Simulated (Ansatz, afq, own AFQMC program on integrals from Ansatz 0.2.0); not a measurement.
AFQMC on a folder of integrals that Ansatz 0.2.0 wrote.

```yaml
crystal:
  periodic: [false, false, false]
  atoms:
    - {symbol: Ge, position_ang: [0.003682, 0.000000, 0.666781]}
    - {symbol: Al, position_ang: [-0.089004, 0.000000, -1.647678]}
    - {symbol: H, position_ang: [0.834964, 1.056585, -0.400118]}
    - {symbol: H, position_ang: [0.834966, -1.056584, -0.400118]}
    - {symbol: H, position_ang: [0.447270, 0.000000, -3.146522]}
basis:
  gaussian: {orbitals: cc-pVDZ}
magnetization: {spin_polarized: false}
correlation: {method: ccsd_t, electrons: outside_noble_gas, hamiltonian_folder: ham}
```

```sh
$ ansatz run in.yaml --threads 1 --pin off --events-out ev --progress --plain --max-ram 1843MiB
```

afq runs on the folder ham with

```
--method free --trial cisd --walkers 60 --time-step 0.03 --max-blocks 80 --target-error 0.00038 --factor-cut 1e-05 --seed 766 --times 0,0.21,0.42,0.81,1.2,1.8,2.4,3 --taylor-order 8
```

Times are imaginary, in 1/Eh. The walk had a cap of 656 s. Filled inner d shells are frozen with the cores.

Log:

```
orbitals 41  electrons 5 5  factors 333 of 637
reference energy -2318.93792635 Eh
CCSD correlation -0.19854092 Eh in 11 cycles, weight of the determinant in the CISD state 0.8589
repeat  energy at the last time / Eh  error
    10  -2319.145480  0.001123
    20  -2319.144169  0.001006
    30  -2319.144277  0.000750
    40  -2319.144625  0.000695
    50  -2319.145177  0.000605
    60  -2319.145196  0.000540
    70  -2319.145093  0.000481
    80  -2319.145078  0.000436
time / (1/Eh)  energy / Eh  error  mean overlap
  0.00  -2319.136010  0.000156  1.1594
  0.21  -2319.139030  0.000226  1.1596
  0.42  -2319.140887  0.000250  1.1535
  0.81  -2319.142638  0.000276  1.1734
  1.20  -2319.143238  0.000271  1.1923
  1.80  -2319.144457  0.000271  1.1912
  2.40  -2319.144333  0.000339  1.2334
  3.00  -2319.145078  0.000436  1.2265
energy -2319.145078 +/- 0.000436 Eh
```

The run passed its tests (error under three times the target), which doesn't prove that it has relaxed.

Against this walk (error 11.9 meV) on the same determinant: CCSD(T) 29.4 meV higher, CCSDT(Q) 17.8 meV lower (within the noise). The error is statistical, and a free projection of finite length keeps a remainder of its start. The last points scatter (meV from the last: 66 ± 8 at 0.81, 50 ± 7 at 1.20, 17 ± 7 at 1.80, 20 ± 9 at 2.40, 0 ± 12 at 3.00); the last is the one printed as the energy, and the gaps above move with that scatter.

Cautions: remainder of the start not in the error; error above the target (11.9 against 10.3 meV); no relativity below Rb; no spin-orbit coupling; inner d shell frozen.

The walk took 2.7 min on 1 thread of Arm Neoverse V1, on a shared host. The log's last line is the free-projection energy.

CCSDT and higher add their correlation energy to the determinant of the CCSD(T) run, since their own runs factorise the integrals more tightly (a shift of under 2 meV). A walk keeps the symmetry of its determinant, which the program's search chose and which needn't be the lowest solution, so a lower state of the same spin and another symmetry isn't excluded.
